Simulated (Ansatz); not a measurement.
Results of PBE-D3(BJ) (Ansatz, an electronic-structure program, plane waves, PAW) for 1T (CdI2-type) TiS₂.

Rigid layers of the crystal as relaxed at this level are moved apart or together:

```json
[
 {"run": "1", "k mesh": "12×12×6", "layer repeat (Å)": "5.4", "energy against free layers (meV/Å²)": "-33.03", "gap on the mesh (eV)": "0.000"},
 {"run": "2", "k mesh": "12×12×6", "layer repeat (Å)": "5.55", "energy against free layers (meV/Å²)": "-33.58", "gap on the mesh (eV)": "0.000"},
 {"run": "3", "k mesh": "12×12×6", "layer repeat (Å)": "5.7", "energy against free layers (meV/Å²)": "-32.74", "gap on the mesh (eV)": "0.000"},
 {"run": "4", "k mesh": "12×12×6", "layer repeat (Å)": "5.9", "energy against free layers (meV/Å²)": "-30.50", "gap on the mesh (eV)": "0.000"},
 {"run": "5", "k mesh": "12×12×6", "layer repeat (Å)": "6.2", "energy against free layers (meV/Å²)": "-25.97", "gap on the mesh (eV)": "0.000"},
 {"run": "6", "k mesh": "12×12×6", "layer repeat (Å)": "6.7", "energy against free layers (meV/Å²)": "-18.60", "gap on the mesh (eV)": "0.000"},
 {"run": "7", "k mesh": "12×12×6", "layer repeat (Å)": "7.7", "energy against free layers (meV/Å²)": "-9.12", "gap on the mesh (eV)": "0.000"},
 {"run": "8", "k mesh": "12×12×4", "layer repeat (Å)": "9.7", "energy against free layers (meV/Å²)": "-2.67", "gap on the mesh (eV)": "0.000"}
]
```

The lowest energy of these points lies at a layer repeat of 5.55 Å.
